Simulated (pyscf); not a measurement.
9 silicon, germanium or tin steps of one kind (hydrogen abstraction, radical): barrier in kcal/mol, from the separated reactants or the lowest minimum found. PySCF, gas phase, ωB97X-D3(BJ)/def2-SVP geometries. Functionals in def2-TZVP; the last column is ωB97M-D3(BJ)/def2-TZVP. Rows were drawn at random from the steps of this kind and element class whose saddle was verified and whose references are stable.

```csv
step,PBE,B3LYP-D3(BJ),M06-2X,ωB97M-D3(BJ)
H₃C–SiH(CH₃)–CH₃ + H• → H₃C–Si•(CH₃)–CH₃ + H₂,-0.8,-0.6,4.9,4.3
F–GeH₂–GeH₃ + H• → F–GeH₂–GeH₂• + H₂,?,-1.2,3.2,2.9
•HN–Sn(NH₂)(NH₂)–NH₂ + H₂ → H₂N–Sn(NH₂)(NH₂)–NH₂ + H•,1.3,4.9,8.2,6.8
[N=SiH–Cl]• + H₂ -> HN=SiH–Cl + H•,0.3,4.4,7.7,6.5
•HN–SiH₂–F + NH₃ -> H₂N–SiH₂–F + NH₂•,-0.5,4.5,8.0,8.8
•O–Si(OH)(OH)–OH + H₂O → HO–Si(OH)(OH)–OH + OH•,-4.4,0.8,5.1,4.9
cyclic H₆O₃Si₃ (SMILES O1[SiH2]O[SiH2]O[SiH2]1) + F–CH•–F → cyclic H₅O₃Si₃ (SMILES O1[SiH]O[SiH2]O[SiH2]1) [doublet] + F–CH₂–F,5.7,8.1,9.6,10.5
HN=SiH₂ + NH₂• → [HN=SiH]• + NH₃,-6.0,-1.0,2.7,2.6
HS–GeH₃ + H• → •S–GeH₃ + H₂,?,-1.1,4.1,3.5
```

Problem. Some entries are withheld; supply them.

Solution. 
- F–GeH₂–GeH₃ + H• → F–GeH₂–GeH₂• + H₂, PBE: -0.6
- HS–GeH₃ + H• → •S–GeH₃ + H₂, PBE: -0.5

Differences from the last column (kcal/mol): PBE: mean -6.2, median -5.5, mean size 6.2, lower in 9 of 9; B3LYP-D3(BJ): mean -3.5, median -4.1, mean size 3.5, lower in 9 of 9; M06-2X: mean +0.3, median +0.3, mean size 0.7, lower in 2 of 9. PBE is closest for row 2 (3.5 kcal/mol apart) and farthest for row 5 (9.3 kcal/mol). PBE, r²SCAN and M06-2X carry no added dispersion term. The last column is a level with limits of its own. Each barrier is that of the saddle found. Left out: the spin-orbit lowering of OH. Elements up to Kr have no core potential and no relativistic terms here. Elements past Kr carry the def2 core potentials, without spin-orbit coupling.
